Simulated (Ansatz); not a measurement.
Worked example: correlation energy of BH$_{2}$, doublet

Geometry: a point of a stretch scan, not a stationary point.

```
atom   x (Å)    y (Å)    z (Å)
   B  0.0000  -0.1123   0.0683
   H  0.0000   0.8074  -1.8774
   H  0.0000   0.3968   1.1453
```

Basis aug-cc-pVTZ; Ansatz 0.2.0. Only valence electrons are correlated (noble-gas cores frozen), which leaves 5 electrons in 91 orbitals. R marks a restricted (for open shells ROHF) determinant.

Full CI is exact within this basis and frozen core; it isn't the basis-set limit.

Runs differ by some tens of microhartree through their thresholds and, for an open shell, their frozen cores, so steps under 0.03 kcal/mol mean nothing.

```tsv
level	total energy (hartree)
RHF	-25.631020
RMP2	-25.722639
RCCSD	-25.752766
RCCSD(T)	-25.757336
RCCSDT	-25.758594
RCCSDT(Q)	-25.758709
full CI	-25.758738
```

Q: What is the correlation energy at full CI, and what share of it do RMP2 and RCCSD recover?

A: E(corr) = -25.758738 − (-25.631020) = -0.127718 hartree = -3.475 eV. RMP2: -0.091619 / -0.127718 = 71.74 %. RCCSD: -0.121746 / -0.127718 = 95.32 %.

Q: By how many kcal/mol does RCCSD(T) miss full CI (1 hartree = 627.509 kcal/mol), and which steps make up the rest?

A: -25.757336 − (-25.758738) = 0.001402 hartree = 0.88 kcal/mol. Steps: RCCSDT − RCCSD(T) = -0.79, RCCSDT(Q) − RCCSDT = -0.07, full CI − RCCSDT(Q) = -0.02 kcal/mol. Differences between like states or geometries often cancel part of this.
